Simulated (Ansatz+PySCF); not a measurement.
doublet CH₃O: levels of theory in one basis

```xyz
5

C     0.0420   -0.0433   -0.7312
O     0.0237   -0.0517    0.7296
H    -0.0405    0.9259    1.0771
H     0.0454   -1.1182   -1.2151
H    -0.4466    0.8651   -1.3110
```

Basis set: def2-SVP (spherical functions). Left uncorrelated: 2 orbitals. Correlation on ROHF uses semicanonical orbitals with singles. Charge 0, multiplicity 2.

Computed with Ansatz (development build ahead of 0.2.0); each method stands on the lowest determinant of its kind that the runs found.

| method | E − E(ROHF) (eV) | <S²> of the determinant |
| --- | --- | --- |
| ROHF | 0.00 | 0.75 |
| UHF | -0.12 | 0.76 |
| ROHF-MP2 | -8.68 | – |
| UHF-MP2 | -8.67 | 0.76 |
| ROHF-CCSD | -9.34 | – |
| UHF-CCSD | -9.34 | 0.76 |

**Question.** What does ROHF-CCSD(T) give on the same scale?

**Answer.** -9.56 eV.

**Question.** Is a single determinant a sound starting point here?

**Answer.** By this sign, yes. Unrestricted orbitals gain 0.12 eV and <S²> is 0.76 against 0.75 for a pure state.
